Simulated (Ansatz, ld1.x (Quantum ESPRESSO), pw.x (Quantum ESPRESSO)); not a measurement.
## Os (Z = 76): does the PAW potential hold in the solid?

```
Element                 : osmium
Generator               : ld1.x (Quantum ESPRESSO) 7.5
Type                    : PAW
Functional              : PBEsol
Relativity              : scalar-relativistic
Frozen core             : [Xe] 4f14
Valence charge          : 8
Reference configuration : 5d6 6s2 6p0
Partial waves           : 6s (bound): rcut 2.00, rcutus 2.25 bohr; 6s channel at 2.8 Ry: rcut 2.00, rcutus 2.25 bohr; 6p (bound, empty): rcut 2.00, rcutus 2.75 bohr; 6p channel at 0.4 Ry: rcut 2.00, rcutus 2.75 bohr; 5d (bound): rcut 1.60, rcutus 1.80 bohr; 5d channel at 2.65 Ry: rcut 1.60, rcutus 1.80 bohr
Local potential         : all-electron potential smoothed inside 2.70 bohr (lloc = -1)
Core correction         : a·sin(br)/r model core inside 1.60 bohr
Augmentation charge     : PSQ, inside the norm-conserving radii
```

Atomic tests: cutoffs needed: 30 Ry and 50 Ry (the cutoffs (Ry, on a coarse ladder) from which the occupation-weighted sum of valence levels, in a spherical-Bessel basis at the reference potential, stays within 10 and 1 mRy of its value at 400 Ry); ghost test: no extra level below or beside the all-electron valence levels (s, p, d, f tested) (spherical-Bessel basis up to 400 Ry, 20 bohr box); largest excitation error: -131 meV (all-electron minus pseudo) for 5d5 6s0 6p0, out of 7 test configurations.

Crystal test: bcc Os in pw.x 7.5, no spin, 15³ k-points, Fermi–Dirac smearing 0.01 Ry, cutoffs 60/480 Ry. The reference is all-electron LAPW (Ansatz 0.2.0) with the same functional, mesh and smearing; V0 and B0 come from Birch–Murnaghan fits to the pressures at five volumes. Errors are pseudo minus all-electron; Δ is the rms difference of the E(V) curves that follow from these fits, minima aligned, over ±6 % about the mean V0. Mesh and smearing are coarse, so the numbers serve the comparison and aren't converged zero-temperature values; the lattice is a test structure that the element need not adopt.

All-electron: a0 = 3.063 Å (V0 = 14.37 Å³/atom), B0 = 379.8 GPa.

Q: How far does the potential miss the all-electron equation of state?

A: mean pressure error (GPa): +7.63; a0 (Å): 3.082; a0 error (%): +0.62; B0 error (%): +0.6; Δ (meV/atom): 22.8. The largest radius (2.75 bohr) exceeds half the bond length (2.51 bohr), so the spheres overlap, which is one possible source of error among others. This is a poor potential for the solid.

```json
{"V (Å³/atom)": "13.631", "P all-electron (GPa)": "22.64", "P pseudo (GPa)": "32.36"}
{"V (Å³/atom)": "13.989", "P all-electron (GPa)": "10.78", "P pseudo (GPa)": "19.30"}
{"V (Å³/atom)": "14.348", "P all-electron (GPa)": "0.50", "P pseudo (GPa)": "7.99"}
{"V (Å³/atom)": "14.707", "P all-electron (GPa)": "-8.41", "P pseudo (GPa)": "-1.80"}
{"V (Å³/atom)": "15.065", "P all-electron (GPa)": "-16.11", "P pseudo (GPa)": "-10.27"}
```

Q: At the middle volume, how do free energy and pressure move when the wave cutoff is lowered (ecutrho held at 480 Ry)?

A:

```
cutoff (Ry)  shift of F (meV/atom)  shift of P (GPa)
         27                 +255.9            -19.76
         36                  +44.4             +0.34
         48                  +12.1             -0.85
```

The run at the middle volume (120 k-points, 7 iterations) took about 14 s on one core of a shared host (Neoverse-V1, 32 threads, 247 GiB, load 11).
